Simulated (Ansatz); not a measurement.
A made-up structure of AlSiH₆S (charge +1), closed shell:

```
9
angstrom
Si -0.7096 0.9156 -0.5730
Al 0.8117 -0.3140 -0.7232
S 0.0000 -1.4050 0.9880
H -1.9601 0.0229 -0.9639
H -0.0530 1.7100 -1.4710
H -0.9518 1.6334 0.8308
H 2.0928 -0.8023 -1.4674
H 1.1786 -1.2362 1.3470
H -0.4086 -0.5245 2.0327
```

It is relaxed with PBE-D4/def2-SVP and then PBE0-D4/def2-TZVP (Ansatz 0.2.0). Atoms count as bonded within 1.22 times the sum of their covalent radii (H–H: 0.88 Å). The end point is not checked to be a true minimum.

Does its bonding change? (A judgement: the text doesn't fix the answer.)

Computed: No: no bond forms or breaks.

Where it ends: The first stage lowers the energy by 4.24 eV in 11 steps. It ends as AlSiH₆S ([SiH3][AlH][SH2]), total charge +1:
```xyz
9
angstrom
Si -0.9684 1.2928 -0.8684
Al 0.8020 -0.3746 -0.6138
S 0.3638 -1.8168 1.3143
H -2.1714 0.5451 -1.3105
H -0.5187 2.2899 -1.8653
H -1.1742 1.8879 0.4757
H 2.1201 -1.0280 -1.1588
H 1.6149 -1.8864 1.8132
H -0.0681 -0.9099 2.2136
```

Labels in which every atom is bracketed show which atoms are joined, not bond orders.

For scale, one of the runs: PBE0-D4/def2-TZVP relaxation, 147 basis functions, launched by `ansatz run in.yaml --threads 2 --pin off --events-out ev --progress --plain --max-ram 4352MiB`. Hardware: 2 CPU threads of an Arm Neoverse V1, shared host. Wall time about 22 s.
